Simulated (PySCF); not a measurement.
## Computed properties of CH4O, SMILES CO

CH₄O, SMILES CO. Coordinates come from a B3LYP-D3(BJ)/def2-TZVP optimisation. The values are those of a single conformer. All values are computed for the isolated molecule unless a solvent is named; none is compared with measurement here.

**Structure.** The optimised structure has Cs symmetry. All 12 harmonic modes at B3LYP-D3(BJ)/def2-TZVP (PySCF) are real, so it is a minimum.

**Vibrations.** The strongest infrared lines (harmonic, unscaled, degenerate partners summed) lie at 1044 cm⁻¹ (123 km/mol, O 41 %, C 33 %, H 27 %), 304 cm⁻¹ (121 km/mol, H 94 %), 3034 cm⁻¹ (66 km/mol, H 90 %, C 10 %). The softest mode is at 304 cm⁻¹ and the zero-point energy is 32.0 kcal/mol.

**Electronic structure.** B3LYP/def2-TZVPD (PySCF) places the frontier levels at -7.75 and -0.08 eV, a gap of 7.67 eV, and gives a dipole moment of 1.66 D and a mean polarisability of 21.6 bohr³. PBE/def2-TZVPD (PySCF) at the same geometry gives -6.30 and -0.43 eV, so its gap is 1.80 eV narrower. An orbital gap is neither the optical nor the fundamental gap.

**Excitations.** TDA-ωB97X/def2-TZVPD (PySCF) has S1 at 7.08 eV (175 nm, f = 0.003, weak); the most intense of the 10 singlets computed lies at 10.04 eV (f = 0.08). T1 (TDA) is at 6.81 eV, 0.27 eV under S1. TDA-PBE/def2-TZVPD (PySCF) puts S1 at 5.92 eV. No vertical singlet excitation falls in the visible range (under 3.1 eV).

**NMR.** GIAO shifts at HF/pcSseg-2 (PySCF) (non-relativistic, atoms alike by connectivity averaged): ¹³C at 51.0 ppm against TMS; ¹H from 0.5 to 3.3 ppm against TMS.

**Solvation.** SMD-B3LYP/def2-SVP (PySCF) gives -3.9 kcal/mol in water, -2.5 kcal/mol in dimethylsulfoxide, -3.0 kcal/mol in acetone (1 M in both phases, gas-phase geometry); of these solvents water holds the molecule best.
